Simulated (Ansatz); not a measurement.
# C2H3F (singlet): wB97M-V, B2PLYP, RKS PBE0, RPA-PBE over a series of basis sets

One table from this session's results is given with a row withheld; the runs are named, their logs left out.

Computed with Ansatz 0.2.0, Gaussian basis. Level: all electrons in the functionals, frozen cores in the correlation of double hybrids and RPA.

To be run: wB97M-V, B2PLYP, RKS PBE0, RPA-PBE, at STO-3G; 6-31G; 6-31G*; cc-pVDZ; cc-pVTZ; cc-pVQZ (not every functional at every point).

17 further runs of the same task are left out: 17 set aside as unsound or not needed.

## What is computed

The geometry is an MP2(full)/6-31G* stationary point (not a proven minimum).

6 atoms, charge 0, spin multiplicity 1.

Atoms are counted from 1 here; the program's logs count them from 0.

Bond lengths: C1–C2 1.327 Å, C1–F3 1.354 Å, C1–H4 1.084 Å, C2–H5 1.082 Å, C2–H6 1.081 Å. Angles: C2–C1–F3 122.0°, C2–C1–H4 126.0°, F3–C1–H4 112.0°, C1–C2–H5 121.3°, C1–C2–H6 119.5°, H5–C2–H6 119.2°.

No dispersion term is added; wB97M-V holds VV10 nonlocal correlation.

The first run:

in.yaml

```yaml
crystal:
  periodic: [false, false, false]
  atoms:
    - {symbol: C, position_ang: [0.093343, 0.459824, 0.000000]}
    - {symbol: C, position_ang: [1.285266, -0.122977, 0.000000]}
    - {symbol: F, position_ang: [-1.055586, -0.256222, 0.000000]}
    - {symbol: H, position_ang: [-0.093102, 1.527888, 0.000000]}
    - {symbol: H, position_ang: [1.384691, -1.200723, 0.000000]}
    - {symbol: H, position_ang: [2.177267, 0.488389, 0.000000]}
basis:
  gaussian: {orbitals: STO-3G}
magnetization: {spin_polarized: true, initial_magnetization: 0}
hamiltonian: {xc: {name: wB97M-V}}
output: {orbitals: {seedname: orbitals}}
```

The run is started by

```bash
$ ansatz run in.yaml --threads 1 --pin off --events-out ev --progress --plain --max-ram 2880MiB --backend cpu
```

Steps of the session up to this table: wB97M-V, STO-3G; wB97M-V, 6-31G; wB97M-V, 6-31G*; wB97M-V, cc-pVDZ; wB97M-V, cc-pVTZ; wB97M-V, cc-pVQZ; B2PLYP, STO-3G; B2PLYP, 6-31G; B2PLYP, 6-31G*; B2PLYP, cc-pVDZ; B2PLYP, cc-pVTZ; B2PLYP, cc-pVQZ; RKS PBE0, STO-3G; RKS PBE0, 6-31G; RPA-PBE, STO-3G; RPA-PBE, 6-31G; RPA-PBE, 6-31G*; RPA-PBE, cc-pVDZ; RPA-PBE, cc-pVTZ; RPA-PBE, cc-pVQZ.

One of the session's tables, all rows but one given; the rest of the session is left out.

It belongs to the step «The comparison». Atomisation energies, with free atoms from separate runs at the same level and basis (kcal/mol); wave-function rows come from earlier runs:

| level | 6-31G | cc-pVDZ | cc-pVTZ | cc-pVQZ |
| --- | --- | --- | --- | --- |
| wB97M-V | 557.9 | 569.8 | 574.5 | 574.7 |
| B2PLYP | 531.2 | 552.8 | 568.9 | 571.9 |
| RPA-PBE | 456.2 | 501.0 | 528.8 | 535.9 |
| RHF | 386.0 | 407.2 | 417.1 | 418.0 |
| UHF | 386.1 | 407.2 | 417.1 | 418.0 |
| RCCSD(T) | ? | ? | ? | ? |

Q: Estimate the row for RCCSD(T) from the others.

As computed: 6-31G: 491.4; cc-pVDZ: 528.3; cc-pVTZ: 558.1; cc-pVQZ: 566.3. In the column «6-31G» it lies between RPA-PBE (456.2) and B2PLYP (531.2).

Limits of these values: Core correlation, relativity and spin-orbit terms are not in the calculated values.
